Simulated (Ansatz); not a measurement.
# CH2NO (doublet): the correlation ladder at distance O1–H3 along a hydrogen transfer = 1.523 Å, cc-pVDZ

The task here is to estimate one member of a computed series from the others.

Method: cc-pVDZ, core rule «outside noble gas», up to 3 orbitals frozen; program: Ansatz 0.2.0, Gaussian basis.

The runs, in order: UHF; CCSD(T) on ROHF; CCSD(T) on UHF; BCCD(T) on ROHF; CISD; CCSDT(Q) on ROHF; CCSDT(Q) on UHF; CASSCF and MRCISD+Q, 3 electrons in 3 orbitals; CASSCF and NEVPT2, 3 electrons in 3 orbitals.

**The geometry**

The geometry derives from fragments relaxed apart (PBE0/def2-TZVP) and kept rigid, so it is no stationary point. A hydrogen atom is moved between rigid fragments.

5 atoms, charge 0, spin multiplicity 2.

Atoms are counted from 1 here; the program's logs count them from 0.

Bond lengths: O1–H2 0.960 Å, H3–C5 1.090 Å, N4–C5 1.160 Å. Angles: H3–C5–N4 180.0°.

Geometry (Å):

```xyz
5
charge 0, multiplicity 2
O    -1.5320   -0.1853    0.0000
H    -1.7813    0.7413    0.0000
H    -0.0090   -0.1853    0.0000
N     2.2411   -0.1853    0.0000
C     1.0810   -0.1853    0.0000
```

Set-up of the first run:

Contents of in.yaml:

```yaml
crystal:
  periodic: [false, false, false]
  atoms:
    - {symbol: O, position_ang: [-1.531955, -0.185315, 0.000000]}
    - {symbol: H, position_ang: [-1.781264, 0.741261, 0.000000]}
    - {symbol: H, position_ang: [-0.008955, -0.185315, 0.000000]}
    - {symbol: N, position_ang: [2.241129, -0.185315, 0.000000]}
    - {symbol: C, position_ang: [1.081045, -0.185315, 0.000000]}
basis:
  gaussian: {orbitals: cc-pVDZ}
magnetization: {spin_polarized: true, initial_magnetization: 1}
hamiltonian: {xc: hf}
output: {orbitals: {seedname: orbitals}}
```

The run is started by

```bash
> ansatz run in.yaml --threads 1 --pin off --events-out ev --progress --plain --max-ram 4096MiB --backend cpu
```

Steps of the session up to this table: UHF; CCSD(T) on ROHF; CCSD(T) on UHF; BCCD(T) on ROHF; CISD; CCSDT(Q) on ROHF; CCSDT(Q) on UHF; CASSCF and MRCISD+Q, 3 electrons in 3 orbitals; CASSCF and NEVPT2, 3 electrons in 3 orbitals.

One table of the session follows, with a row left open; its other results are not shown here.

```
       method  from UCCSDT(Q) (meV)
         ROHF              +13113.5
          UHF              +13004.5
         RMP2               +1055.3
         UMP2                     ?
         CISD               +1800.1
        RCCSD                +454.3
        UCCSD                +452.9
     RCCSD(T)                 +59.0
     UCCSD(T)                 +58.3
      BCCD(T)                 +59.1
       RCCSDT                 +47.2
       UCCSDT                 +46.5
    RCCSDT(Q)                  +1.5
    UCCSDT(Q)                     0
  CASSCF pair              +12352.7
  MRCISD pair               +1591.1
MRCISD+Q pair                +302.2
```

**Question.** Estimate the row for UMP2.

The run gave: from UCCSDT(Q) (meV): +1057.8. In the column «from UCCSDT(Q) (meV)» it lies between RMP2 (+1055.3) and MRCISD pair (+1591.1).

Limits of these values: Restricted and unrestricted rows rest on different reference determinants; where their highest levels disagree by more than a few hundredths of an eV, they describe different states and don't form one ladder. Warnings in the runs' records: passed over end.
